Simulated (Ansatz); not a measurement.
Density of states of SnBi₃ (Fm-3m, a = 7.853 Å, b = 7.853 Å, c = 7.853 Å, α = 90.00°, β = 90.00°, γ = 90.00°), in states per eV and primitive cell, averaged over bins of 0.3 eV. Theory: DFT r2SCAN, scalar-relativistic, plane waves, PAW in Ansatz 0.2.0.

Settings: cutoff 500 eV, Γ-centred mesh 10×10×10 on the computed 4-atom cell, Gaussian smearing of 0.10 eV; no spin polarisation.

The cell is relaxed at this level. The states (both spins) are summed by tetrahedra on a 15×15×15 mesh at the self-consistent density. Energies are bin centres; the table starts no lower than −8 eV and ends at 6 eV, or lower where the solved bands end.

It is a metal at this level.

```csv
E − E_F (eV),total,Bi 6p,Sn 5p,Sn 5s,Bi 6s
-7.90,0.91,0.29,0.00,0.58,0.03
-7.60,1.82,0.50,0.02,1.17,0.12
-7.30,1.41,0.33,0.03,0.91,0.14
-7.00,1.12,0.22,0.03,0.73,0.14
-6.70,0.61,0.10,0.02,0.41,0.08
-6.40,0.38,0.05,0.01,0.27,0.05
-6.10,0.24,0.02,0.01,0.18,0.04
-5.80,0.14,0.01,0.00,0.11,0.02
-5.50,0.03,0.00,0.00,0.03,0.01
-5.20,0.06,0.04,0.01,0.00,0.00
-4.90,0.74,0.58,0.15,0.01,0.01
-4.60,1.26,0.97,0.24,0.02,0.02
-4.30,1.72,1.31,0.32,0.03,0.05
-4.00,2.50,1.90,0.44,0.05,0.09
-3.70,2.98,2.26,0.49,0.08,0.12
-3.40,3.07,2.32,0.47,0.09,0.16
-3.10,2.11,1.52,0.30,0.10,0.15
-2.80,1.84,1.34,0.24,0.10,0.13
-2.50,2.14,1.49,0.36,0.10,0.17
-2.20,2.04,1.46,0.33,0.09,0.11
-1.90,1.93,1.39,0.31,0.09,0.11
-1.60,2.45,1.73,0.41,0.13,0.13
-1.30,2.26,1.58,0.48,0.07,0.08
-1.00,2.35,1.64,0.49,0.08,0.08
-0.70,2.58,1.77,0.54,0.10,0.11
-0.40,2.45,1.73,0.50,0.08,0.08
-0.10,2.39,1.71,0.50,0.06,0.06
0.20,2.58,1.83,0.51,0.08,0.08
0.50,2.52,1.81,0.49,0.07,0.07
0.80,2.44,1.78,0.48,0.05,0.05
1.10,2.44,1.78,0.46,0.05,0.05
1.40,3.02,2.14,0.62,0.05,0.07
1.70,2.01,1.42,0.40,0.04,0.05
2.00,2.92,2.15,0.55,0.03,0.03
2.30,2.14,1.48,0.47,0.03,0.04
2.60,2.72,1.77,0.69,0.05,0.07
2.90,2.47,1.63,0.61,0.04,0.04
3.20,2.06,1.16,0.71,0.02,0.03
3.50,3.07,1.65,1.14,0.02,0.04
3.80,4.44,2.41,1.66,0.02,0.05
4.10,3.28,1.78,1.18,0.01,0.03
4.40,2.07,1.11,0.59,0.01,0.01
4.70,1.48,0.69,0.34,0.00,0.01
5.00,1.33,0.59,0.28,0.00,0.00
5.30,1.00,0.35,0.17,0.00,0.00
5.60,0.93,0.28,0.13,0.00,0.00
```

The columns after the total are the Löwdin projections on the occupied valence shells of the potentials. The rest of the total lies in shells that are empty in the free atom, which aren't projected, and between the atoms.

Spin-orbit coupling is left out, which matters for the bands of heavy elements.

Whether SnBi3 exists in this form wasn't checked.

Cost: 1 run of about 0.7 core-minutes, on AMD EPYC 9R45 (Zen 5) (shared hosts).